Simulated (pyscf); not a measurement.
Structures and frequencies: ωB97X-D3(BJ)/def2-SVP in PySCF. Correlated levels are frozen-core, on RHF or UHF. ΔMP2 is the change of the MP2 total energy from the triple- to the quadruple-zeta basis.

For `[BH2][O][SiH3]` -> `[BH]=[O]` + `[SiH4]`, an elimination (singlet surface; B–H, O–Si broken, H–Si formed), PBE/def2-TZVP gives ΔE‡ = 170.1 kJ/mol and ΔE = +107.7 kJ/mol (zero: the reactant's lowest minimum found). In which direction and how far do B3LYP-D3(BJ)/def2-TZVP, M06-2X/def2-TZVP, CCSD(T)/def2-TZVPP + ΔMP2(QZVPP) move these?

B3LYP-D3(BJ): ΔE‡ = 199.3 kJ/mol, ΔE = +120.4 kJ/mol; M06-2X: ΔE‡ = 209.4 kJ/mol, ΔE = +142.0 kJ/mol; CCSD(T): ΔE‡ = 200.2 kJ/mol, ΔE = +121.3 kJ/mol. PBE's barrier lies under all of them, by 29.3 to 39.4 kJ/mol. Its reaction energy lies under all of them, by 12.6 to 34.2 kJ/mol. At the saddle there is also a short B–Si contact that neither side keeps. This is the saddle that the search found; another between the same sides may lie lower. The CCSD(T) − MP2 part came from Ansatz, without density fitting, on the same reference.
